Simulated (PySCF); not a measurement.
The numbers are results of B3LYP-D3(BJ)/def2-TZVP (PySCF 2.14.0), not measurements. All species are isolated molecules in the gas phase. One relaxed conformer stands for a flexible species; it need not be the lowest. B3LYP has the VWN-RPA correlation part, as in Gaussian. Excitations are Tamm–Dancoff values on a coarser integration grid. The basis has no diffuse functions, so Rydberg states are missing or too high.

Reference species (SMILES): `C#CCC` (neutral, multiplicity 1).

```
Quantity                  Result
----------------------  --------
S1 oscillator strength     0.000
T1 excitation (TDA)      5.50 eV
S1 excitation (TDA)      6.63 eV
HOMO                    -7.44 eV
```

Changed species: `CCS` (C–C–S–H torsion 62°) (X = mercapto; the reference has X = ethynyl).

### Question
Predict the effect on the S1 oscillator strength, T1 excitation (TDA), S1 excitation (TDA) and HOMO.

### Answer
the S1 oscillator strength is nearly the same; the T1 excitation (TDA) falls by 0.58 eV, to 4.92 eV; the S1 excitation (TDA) falls by 1.23 eV, to 5.40 eV; the HOMO rises by 0.92 eV, to -6.52 eV.
